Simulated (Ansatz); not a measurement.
Ansatz (a first-principles code) input (MP2/cc-pwCVQZ): A basis named .json is the Basis Set Exchange file of that set (core-valence sets with the plain set on hydrogen).

Ansatz 0.2 input:
```yaml
crystal:
  periodic: [false, false, false]
  atoms:
    - {symbol: C, position_ang: [0.05713489, 0.62201518, 0.05144694]}
    - {symbol: N, position_ang: [-0.00528734, -0.81344612, 0.05212403]}
    - {symbol: H, position_ang: [-0.94857585, 1.06891843, 0.03510111]}
    - {symbol: H, position_ang: [-0.51054075, -1.09359063, -0.79570070]}
    - {symbol: H, position_ang: [0.58587122, 0.98412688, 0.93348780]}
    - {symbol: H, position_ang: [0.56744742, 1.00257708, -0.84643810]}
basis:
  gaussian:
    orbitals: cc-pwCVQZ.json
magnetization: {spin_polarized: true, initial_magnetization: 1}
correlation: {method: mp2, electrons: outside_noble_gas}
```

Output:

```
Functional definition: HF
integrals: 0.92 GiB planned
1718 factors; integrals over basis functions are off by at most 1.0e-3 eV
mean field: 1.34 GiB planned
mean field evaluation 1: about -2573.0774 eV, gradient 1.8e1 eV
mean field evaluation 2: about -2573.0778 eV, gradient 1.8e1 eV
mean field evaluation 4: about -2575.1372 eV, gradient 2.7e0 eV
mean field evaluation 8: about -2575.2285 eV, gradient 1.2e-1 eV
mean field -2575.22872448 eV, -94.6379100717 hartree, gradient 1.5e-6 eV, S^2 0.761891; 0 other end points of the search recorded, 0 dependent functions left out
2 core orbitals not correlated
reference -2575.22872448 eV, -94.6379100717 hartree; 7, 6 occupied and 279, 280 virtual orbitals, 1718 factors
second order -10.38820372 eV of doubles, -0.00000000 eV of singles
Total energy: -2585.61692820 eV, -95.0196695171 hartree
```
